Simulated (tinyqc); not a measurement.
Inside a calculation. Method: CIS and TDHF on RHF in the sto-3g basis, frozen core, for LiH, spin multiplicity 1. One step of it, computed by the program tinyqc.

Question. CIS matrix, singlets. A(ia,jb) = (e_a - e_i) d_ij d_ab + 2 (ia|jb) - (ij|ab).

orbital energies (hartree): MO1 -2.346234, MO2 -0.297558, MO3 0.079288, MO4 0.163543, MO5 0.163543, MO6 0.586462

Two-electron integrals over orbitals (pq|rs), unique and non-zero (hartree); the lowest 1 orbital is frozen and left out:
```
p,q,r,s,(pq|rs)
2,2,2,2,0.497861
3,2,2,2,-0.046130
3,2,3,2,0.011724
3,3,2,2,0.228287
3,3,3,2,0.005484
3,3,3,3,0.339191
4,2,4,2,0.024286
4,3,4,2,0.019191
4,3,4,3,0.041351
4,4,2,2,0.277705
4,4,3,2,0.004241
4,4,3,3,0.282316
4,4,4,4,0.312946
5,2,5,2,0.024286
5,3,5,2,0.019191
5,3,5,3,0.041351
5,4,5,4,0.016869
5,5,2,2,0.277705
5,5,3,2,0.004241
5,5,3,3,0.282316
5,5,4,4,0.279207
5,5,5,5,0.312946
6,2,2,2,0.135224
6,2,3,2,-0.032990
6,2,3,3,-0.007712
6,2,4,4,-0.007962
6,2,5,5,-0.007962
6,2,6,2,0.122559
6,3,2,2,-0.050777
6,3,3,2,0.007997
6,3,3,3,0.036097
6,3,4,4,0.001021
6,3,5,5,0.001021
6,3,6,2,-0.030697
6,3,6,3,0.026290
6,4,4,2,-0.019433
6,4,4,3,-0.013900
6,4,6,4,0.019281
6,5,5,2,-0.019433
6,5,5,3,-0.013900
6,5,6,5,0.019281
6,6,2,2,0.458771
6,6,3,2,-0.041549
6,6,3,3,0.242265
6,6,4,4,0.269760
6,6,5,5,0.269760
6,6,6,2,0.143431
6,6,6,3,-0.043267
6,6,6,6,0.456928
```

Give: CIS matrix A, singlet.

Answer.

CIS matrix A, singlet (hartree), lower triangle:
```
,2>3,2>4,2>5,2>6
2>3,0.1720
2>4,0.0000,0.2320
2>5,0.0000,0.0000,0.2320
2>6,-0.0152,0.0000,0.0000,0.6704
```
